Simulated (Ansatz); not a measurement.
Ansatz (a first-principles code) input (RI-MP2/def2-TZVPP):
A basis named .json is the Basis Set Exchange file of that set.

Ansatz 0.2 input:
```yaml
crystal:
  periodic: [false, false, false]
  atoms:
    - {symbol: C, position_ang: [-0.00000000, -0.00000000, -0.62165074]}
    - {symbol: C, position_ang: [0.00000000, 0.00000000, 0.62165074]}
    - {symbol: H, position_ang: [0.00000000, 0.00000000, 1.70119702]}
    - {symbol: H, position_ang: [-0.00000000, -0.00000000, -1.70119702]}
basis:
  gaussian:
    orbitals: def2-TZVPP
    fitting: {mean_field: def2-universal-jkfit, correlation: def2-TZVPP-RIFIT.json}
total_charge: 1
magnetization: {spin_polarized: true, initial_magnetization: 1}
correlation: {method: mp2, electrons: outside_noble_gas}
```

Output:

```
Functional definition: HF
integrals: 0.01 GiB planned
186 factors; integrals over basis functions are off by at most 8.9e-1 eV
212 factors; integrals over basis functions are off by at most 6.9e-1 eV
mean field: 0.11 GiB planned
mean field evaluation 1: about -2080.0525 eV, gradient 1.6e1 eV
mean field evaluation 2: about -2081.3719 eV, gradient 3.8e0 eV
mean field evaluation 4: about -2081.4638 eV, gradient 1.5e-1 eV
mean field evaluation 8: about -2081.4631 eV, gradient 3.2e-1 eV
mean field evaluation 16: about -2079.8770 eV, gradient 7.9e0 eV
mean field -2081.46406858 eV, -76.4923936533 hartree, gradient 7.4e-7 eV, S^2 0.754920; 4 other end points of the search recorded, 0 dependent functions left out
2 core orbitals not correlated
reference -2081.46406858 eV, -76.4923936533 hartree; 5, 4 occupied and 83, 84 virtual orbitals, 212 factors
second order -6.70555083 eV of doubles, -0.00000000 eV of singles
Total energy: -2088.16961941 eV, -76.7388181013 hartree
```
